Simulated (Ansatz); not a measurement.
# CH3AlCl radical: small, medium and large basis sets

One table from this session's results is given with a row withheld; the runs are named, their logs left out.

Computed with Ansatz 0.2.0, Gaussian basis. Level: one geometry, several basis sets.

Levels to be run: PBE0-D4/def2-SVP; ωB97M-V/def2-SVP; PBE0-D4/def2-QZVPP; ωB97M-V/def2-QZVPP; the functionals' def2-TZVPP values are taken from earlier runs.

## Structure used throughout

The geometry comes from an earlier relaxation with PBE0-D4 in a triple-zeta def2 set; it is a stationary point.

SMILES `[CH3][Al][Cl]`, 6 atoms, charge 0, spin multiplicity 2.

Atoms are counted from 1 here; the program's logs count them from 0.

Bond lengths: C1–Al2 1.965 Å, C1–H4 1.093 Å, C1–H5 1.094 Å, C1–H6 1.094 Å, Al2–Cl3 2.122 Å. Angles: Al2–C1–H4 110.2°, Al2–C1–H5 110.4°, Al2–C1–H6 110.4°, H4–C1–H5 109.1°, H4–C1–H6 109.1°, H5–C1–H6 107.5°, C1–Al2–Cl3 117.4°.

Geometry (Å):

```xyz
6
CH3AlCl
C    -0.44143    0.44903   -0.28725
Al    0.12309   -1.35295    0.25455
Cl    2.02857   -1.54627    1.16876
H     0.33529    1.17726   -0.04139
H    -1.36815    0.72779    0.22208
H    -0.63517    0.48104   -1.36305
```

Set-up of the first run:

File in.yaml:

```yaml
crystal:
  periodic: [false, false, false]
  atoms:
    - {symbol: C, position_ang: [-0.441433, 0.449028, -0.287250]}
    - {symbol: Al, position_ang: [0.123095, -1.352949, 0.254546]}
    - {symbol: Cl, position_ang: [2.028573, -1.546268, 1.168764]}
    - {symbol: H, position_ang: [0.335286, 1.177257, -0.041390]}
    - {symbol: H, position_ang: [-1.368153, 0.727787, 0.222081]}
    - {symbol: H, position_ang: [-0.635168, 0.481042, -1.363050]}
basis:
  gaussian: {orbitals: def2-SVP}
magnetization: {spin_polarized: true, initial_magnetization: 1}
hamiltonian: {xc: pbe0, dispersion: d4}
output: {orbitals: {seedname: orbitals}}
```

Among the steps run: PBE0-D4 in def2-SVP; ωB97M-V in def2-SVP; PBE0-D4 in def2-QZVPP; ωB97M-V in def2-QZVPP.

One of the session's tables, all rows but one given; the rest of the session is left out.

It belongs to the step «Functionals by basis». 

| functional | basis | HOMO (eV) | LUMO (eV) |
| --- | --- | --- | --- |
| PBE0-D4 | def2-SVP | ? | ? |
| PBE0-D4 | def2-TZVPP | -5.75 | -2.42 |
| PBE0-D4 | def2-QZVPP | -5.78 | -2.46 |
| ωB97M-V | def2-SVP | -7.31 | -0.95 |
| ωB97M-V | def2-TZVPP | -7.39 | -0.97 |
| ωB97M-V | def2-QZVPP | -7.45 | -1.07 |

Q: Estimate the row for PBE0-D4, def2-SVP from the others.

**Answer.** HOMO (eV): -5.68; LUMO (eV): -2.39. In the column «HOMO (eV)» it is the highest.
